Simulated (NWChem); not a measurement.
fluorine (F2); SMILES FF

```xyz
2

F      0.0000     0.0000     0.6882
F      0.0000     0.0000    -0.6882
```
Atoms are numbered in this order, from 1.

Geometry: optimised at PBE0/def2-SVP.

**Question.** List the 4 lowest vertical singlet excitations from CAM-B3LYP/6-31G* (spherical d), TDA (NWChem).

**Answer.** 
```
state  energy (eV)  oscillator strength  leading excitation (squared amplitude)
-----  -----------  -------------------  --------------------------------------
S1            5.03                0.000                      HOMO → LUMO (1.00)
S2            5.03                0.000                    HOMO−1 → LUMO (1.00)
S3            8.89                0.000                    HOMO−2 → LUMO (1.00)
S4            8.89                0.000                    HOMO−3 → LUMO (1.00)
```
